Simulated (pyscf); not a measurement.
`[CH3][Al]([CH3])[NH2]` + `[H]` [doublet] -> `[CH4]` + `[CH3][Al][NH2]` [doublet], a substitution at C (doublet surface; Al–C broken, C–H formed). Structures and frequencies: ωB97X-D3(BJ)/def2-SVP in PySCF. Energies in kcal/mol from the separated reactants.

Small-basis levels: PySCF, no dispersion term, spherical d functions. Open shells are spin-unrestricted. 

**Question.** Quick HF/6-31G* single points give ΔE‡ = 41.5 kcal/mol and ΔE = -25.9 kcal/mol. What does ωB97M-D3(BJ)/def2-TZVP give, and how far is the quick result from it?

**Answer.** ωB97M-D3(BJ)/def2-TZVP gives ΔE‡ = 24.7 kcal/mol and ΔE = -23.1 kcal/mol. HF/6-31G* lies 16.8 kcal/mol over it in the barrier and 2.8 kcal/mol under it in the reaction energy, so on this step it does not hold to within 3.0 kcal/mol. ωB97M-D3(BJ)/def2-TZVP has limits of its own. The same reactants have a lower exit, to [H₃C–Al(CH₃)–NH]• + H₂ (barrier +19.0 kcal/mol at ωB97M-D3(BJ)/def2-TZVP, against +24.7 kcal/mol here). One saddle was located; it need not be the lowest between these sides. The angle at the attacked C is 162°.
